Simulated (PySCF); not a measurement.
Symmetry of computed structures. Method used: PBE0-D3(BJ)/def2-SVP geometry optimisation, gas phase in PySCF 2.14.0. The symmetry is that of the one conformer found, every atom within 0.08 Å of its image; none is proved a minimum here.

Question: What symmetry has `[CH3:1][NH:2][BH:3][NH2:4]` with C1–N2–B3–N4 180°, H–C1–N2–B3 0° (nearest H)?

Answer: Cs; near-prolate asymmetric top; symmetry number 1; 2 operations, which sort the 11 atoms into 10 sets; dipole 1.59 D, in the ab plane, which is the mirror; A, B, C = 37526, 3779, 3509 MHz; heavy atoms equivalent by symmetry: none.

Question: Point group, rotor type and polarity of `[O][Se]` [triplet]?

Answer: C∞v; linear; symmetry number 1; dipole 2.15 D, along the axis.

Question: What symmetry has `[CH2:1]=[CH:2][N:3]=[C:4]=[O:5]` with C1–C2–N3–C4 0°?

Answer: Cs; near-prolate asymmetric top; symmetry number 1; 2 operations, which sort the 8 atoms into 8 sets; dipole 2.15 D, in the ab plane, which is the mirror; heavy atoms equivalent by symmetry: none.

Question: Point group, rotor type and polarity of `c1ocnc1`?

Answer: Cs; asymmetric top; symmetry number 1; 2 operations, which sort the 8 atoms into 8 sets; dipole 1.56 D, in the ab plane, which is the mirror; A, B, C = 10184, 9763, 4985 MHz.

Question: What symmetry has `[N:1]#[C:2][c:3]1[cH:4][cH:5][c:6](/[CH:7]=[CH:8]/[Cl:9])[cH:10][cH:11]1` with C5–C6–C7–C8 179°?

Answer: Cs; near-prolate asymmetric top; symmetry number 1; 2 operations, which sort the 17 atoms into 17 sets; dipole 3.53 D, in the ab plane, which is the mirror.

Question: Point group, rotor type and polarity of `CS` (CH4S)?

Answer: Cs; near-prolate asymmetric top; symmetry number 1; 2 operations, which sort the 6 atoms into 5 sets; dipole 1.58 D, in the ab plane, which is the mirror; A, B, C = 101963, 12954, 12414 MHz.

Question: Point group, rotor type and polarity of `[OH:1][B:2]([OH:3])[CH2:4][CH2:5][SiH3:6]` with H–O1–B2–O3 180°, O1–B2–O3–H 180°, O1–B2–C4–C5 179°, B2–C4–C5–Si6 -179°?

Answer: Cs; near-prolate asymmetric top; symmetry number 1; 2 operations, which sort the 15 atoms into 12 sets; dipole 2.00 D; A, B, C = 7384, 1077, 961.9 MHz.
